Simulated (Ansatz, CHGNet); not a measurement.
Lattice parameter a of 1T (CdI2-type) PtS₂: levels of theory against measurement

Reference value: 3.542 Å (measured, temperature not stated, no zero-point or thermal correction; as tabulated in Björkman (2014), arXiv:1406.2436).

```tsv
level (code)	value (Å)	difference (%)
CHGNet-r²SCAN (CHGNet)	3.546	+0.11
LDA (Ansatz)	3.562	+0.56
PBE (Ansatz)	3.577	+0.99
PBE-D4 (Ansatz)	3.584	+1.19
r²SCAN-D4 (Ansatz)	3.551	+0.25
```

The reference's temperature isn't stated, so close values are not ranked against it.

The measured value isn't corrected to a static lattice, so vibrations enter the comparison. A static lattice is as a rule a little smaller than the measured one.  Density-functional levels without +SOC have no spin–orbit coupling. LDA, PBE: the cell comes from a level without a dispersion term, which matters for the spacing of layers, chains or molecules. Cutoffs differ between the levels. Ansatz's density-functional and Hartree–Fock values are scalar-relativistic unless marked +SOC, with PAW data made under PBE.

Machine-learned potentials (CHGNet-r²SCAN) are trained on DFT data, which may include these solids.

Differences are worked out from the printed values.

Ansatz is a program for electronic structure.
